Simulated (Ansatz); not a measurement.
Ideal-gas functions of CH6Si2, SMILES `C1[SiH2][SiH2]1` at 500 K and 1 bar, from an Ansatz frequency run at PBE0-D4/def2-TZVP.

Molar mass 74.23 g/mol, point group C2v (symmetry number 2), electronic degeneracy 1, moments of inertia 38.985, 93.348, 116.761 u Å². Harmonic wavenumbers (cm⁻¹, unscaled): 271, 388, 464, 475, 489, 605, 617, 685, 765, 781, 875, 908, 916, 919, 1360, 2234, 2237, 2253, 2260, 3118, 3194.

Use S(trans) = R[1.5 ln M + 2.5 ln T − 1.1517]; rotational temperatures θ = 24.2544 K / I; S(rot) = R[ln(√π/σ · √(T³/θAθBθC)) + 1.5]; for each mode x = 1.438777 ν̃/T, S = R[x/(eˣ − 1) − ln(1 − e⁻ˣ)] and H = RT x/(eˣ − 1); 1 cm⁻¹ = 0.0119627 kJ/mol; R = 8.31446 J/(mol·K).

By hand: the entropy, in J/(mol·K).

Translation 173.3. Rotation: θ = 0.6221, 0.2598, 0.2077 K, giving 103.1. Vibration, mode by mode: 10.59, 7.82, 6.50, 6.33, 6.13, 4.68, 4.55, 3.90, 3.25, 3.14, 2.54, 2.35, 2.31, 2.29, 0.83, 0.10, 0.10, 0.10, 0.09, 0.01, 0.01, in all 67.6. Electronic 0.0. Sum 344.0 J/(mol·K).

By hand: H − E and G − E in kJ/mol, counted from the electronic energy.

Zero-point energy ½ × 25814 × 0.0119627 = 154.4; thermal vibration 21.4; translation, rotation and pV give 4 RT = 16.6. H − E = 192.4 kJ/mol, and G − E = 192.4 − 500 × 344.0/1000 = 20.4 kJ/mol.

Vibration gives 20 % of the entropy.
